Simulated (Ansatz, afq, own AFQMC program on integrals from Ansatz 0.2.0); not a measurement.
**HBr + CN, doublet: a scan with AFQMC**

```yaml
atoms:
  - { symbol: Br, position_ang: [0.0000, 0.0000, -2.2337] }
  - { symbol: H, position_ang: [0.0000, 0.0000, -0.8131] }
  - { symbol: N, position_ang: [0.0000, 0.0000, 2.1034] }
  - { symbol: C, position_ang: [0.0000, 0.0000, 0.9433] }
```

A hydrogen atom is moved from one rigid fragment to the other; the Br1–H2 distance tells how far. The two fragments are held close together, so this isn't a minimum-energy path and the start is a compressed complex. Energies in mEh count from this geometry (1.421 Å) at the same level; the start stands on ROHF, each point on the determinant named.

Basis cc-pVTZ. Only valence electrons are correlated. Integrals, coupled cluster, full CI and functionals: Ansatz 0.2.0; the random walks run on the same integrals in our own AFQMC program. ph-AFQMC/CISD is guided by a CISD state made of CCSD amplitudes; releasing the constraint for a short imaginary time cuts its bias at the price of noise, slowly where states lie close. ± is one standard error of the sampling. No spin–orbit coupling.

Cautions, each for one point or more: a spin-contaminated unrestricted determinant lies lower; higher spins were not checked; inner d shell frozen; no relativity below Rb; no spin-orbit coupling; raised T1 diagnostic; the search met a lower determinant of the same kind, perhaps of another symmetry; the search met a lower determinant of the same kind, perhaps of another symmetry, and this one is a saddle point.

| r(Br1–H2) / Å | det. | T1 | weight | CCSD | wB97M-V | CCSD(T) |
| --- | --- | --- | --- | --- | --- | --- |
| 1.611 | ROHF | 0.034 | 0.79 | -0.7 | -5.4 | -1.9 |
| 1.706 | ROHF | 0.035 | 0.79 | -7.2 | -12.9 | -7.5 |
| 1.801 | ROHF | 0.027 | 0.80 | -20.3 | -25.5 | -19.1 |

(1) Estimate the curve of phaseless AFQMC with a CISD trial, counted from the same start.

Answers

(1) 
```
r(Br1–H2) / Å  det.     T1  weight  ph-AFQMC/CISD  released AFQMC
        1.611  ROHF  0.034    0.79     -1.5 ± 0.6     -2.6 ± 0.7*
        1.706  ROHF  0.035    0.79     -6.9 ± 0.6     -8.2 ± 0.8*
        1.801  ROHF  0.027    0.80    -19.8 ± 0.5               –
```

Weight is that of the determinant in the CISD state; at the start T1 is 0.042 and the weight 0.78. An asterisk marks released energies that aren't shown to be converged. A dash marks a missing value, a released energy that hasn't settled or a functional that sits on another state. Largest departures from phaseless AFQMC with a CISD trial: CCSD(T) 0.6 mEh at 1.801 (on ROHF) (within the noise), CCSD 0.8 mEh at 1.611 (on ROHF) (within the noise), wB97M-V -6.0 mEh at 1.706. The walk's constraint bias lies outside its error bars, so these are departures and not errors. Functionals count only at points shown to share the start's state and spin.

A walk keeps the symmetry of its determinant, which the program's search chose and which needn't be the lowest solution, so a lower state of the same spin and another symmetry isn't excluded.
